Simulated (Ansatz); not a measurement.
## A ladder of methods for B2 (SMILES B#B)

B2 has 2 atoms, charge 0, and is taken as a triplet. As SMILES, `B#B`. The shape is that of a GFN2-xTB optimisation.

```xyz
2

B     0.0000    0.0000    0.0000
B     0.0000    0.0000    1.4051
```

Each level gives the vertical electron affinity (to the doublet anion) (eV). The values are calculated.

The electron affinity is E(neutral) − E(anion): positive where the electron is bound.

```tsv
level	kind	program	value (eV)	CPU time (all runs)
UHF/3-21G	Hartree–Fock	Ansatz	-0.06	0.76 s
U-revPBE/3-21G	GGA	Ansatz	1.01	13 s
U-r2SCAN/3-21G	meta-GGA	Ansatz	1.04	39 s
U-r2SCAN0/3-21G	hybrid meta-GGA	Ansatz	1.00	28 s
UCAM-B3LYP/3-21G	range-separated hybrid	Ansatz	0.97	13 s
UB2PLYP/3-21G	double hybrid	Ansatz	0.80	13 s
RPA@PBE/3-21G	RPA	Ansatz	0.68	21 s
UCCSDTQ/3-21G	coupled cluster or CI	Ansatz	0.60	70 s
```

The values span -0.06 to 1.04 eV. Spin contamination of the reference (⟨S²⟩ at least 0.1 too high) touches UHF/3-21G, U-revPBE/3-21G, U-r2SCAN/3-21G, U-r2SCAN0/3-21G, UCAM-B3LYP/3-21G, UB2PLYP/3-21G, RPA@PBE/3-21G, UCCSDTQ/3-21G. All rows use very small basis sets, so none should be taken for the real molecule's value. Times are those of the runs behind each value, whatever else they computed, on shared processors of several kinds: orders of magnitude only.
